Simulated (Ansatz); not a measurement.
**NaB (triplet): from Hartree-Fock to the top rungs, def2-TZVPP**

One table from this session's results is given with a row withheld; the runs are named, their logs left out.

Program: Ansatz 0.2.0, Gaussian basis. Level of theory: def2-TZVPP, core rule «outside noble gas», up to 6 orbitals frozen. These are calculated values, not measurements.

The runs, in order: UHF; ROHF; CCSD(T) on UHF.

2 further runs of the same task are left out: 2 set aside as unsound or not needed.

## What is computed

The geometry is a PBE0/def2-TZVP stationary point (not a proven minimum) of the parent state, kept for this charge and spin.

2 atoms, charge 0, spin multiplicity 3.

Atoms are counted from 1 here; the program's logs count them from 0.

Bond lengths: B1–Na2 2.702 Å.

The first run:

Input file in.yaml:

```yaml
crystal:
  periodic: [false, false, false]
  atoms:
    - {symbol: B, position_ang: [0.000000, 0.000000, 0.000000]}
    - {symbol: Na, position_ang: [0.000000, 0.000000, 2.702200]}
basis:
  gaussian: {orbitals: def2-TZVPP}
magnetization: {spin_polarized: true, initial_magnetization: 2}
hamiltonian: {xc: hf}
output: {orbitals: {seedname: orbitals}}
```

On the command line:

```sh
$ ansatz run in.yaml --threads 1 --pin off --events-out ev --progress --plain --max-ram 2816MiB --backend cpu
```

Among the steps run: UHF; ROHF; CCSD(T) on UHF.

One of the session's tables, all rows but one given; the rest of the session is left out.

It belongs to the step «Misses and costs». 

```
  method  from UCCSD(T) (meV)
    ROHF              +2325.4
     UHF              +2211.6
    UMP2                    ?
   UCCSD                +82.8
UCCSD(T)                    0
```

Estimate the missing values for UMP2.

The run gave: from UCCSD(T) (meV): +629.7. In the column «from UCCSD(T) (meV)» it lies between UCCSD (+82.8) and UHF (+2211.6).
